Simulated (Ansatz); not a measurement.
Mulliken charges of `C1N[SiH2]1` from ωB97M-V/def2-TZVPP in Ansatz (PBE0-D4/def2-TZVP geometry).

| atom | x (Å) | y (Å) | z (Å) | charge (e) |
| --- | --- | --- | --- | --- |
| C1 | -0.618 | 0.325 | -0.625 | -0.248 |
| N2 | -0.314 | 0.578 | 0.815 | -0.341 |
| Si3 | 0.569 | -0.779 | 0.222 | 0.317 |
| H4 | -1.654 | 0.059 | -0.819 | 0.110 |
| H5 | -0.216 | 1.031 | -1.351 | 0.110 |
| H6 | 0.093 | 1.476 | 1.029 | 0.111 |
| H7 | 2.003 | -0.649 | -0.125 | -0.035 |
| H8 | 0.229 | -2.097 | 0.798 | -0.025 |

By hand: the dipole of these point charges (1 e Å = 4.8032 D).

Σ q r = (0.170, -0.166, -0.193) e Å, of length 0.306 e Å = 1.47 D.

How does the dipole of the full density compare? (Estimate.)

The calculation gave: (0.223, 0.043, -0.130) e Å, 1.26 D; the point charges give 1.17 times that, at 46° from its direction.

Point charges leave out the atoms' own dipoles, such as those of lone pairs, and Mulliken's split depends on the basis, so the two needn't agree.
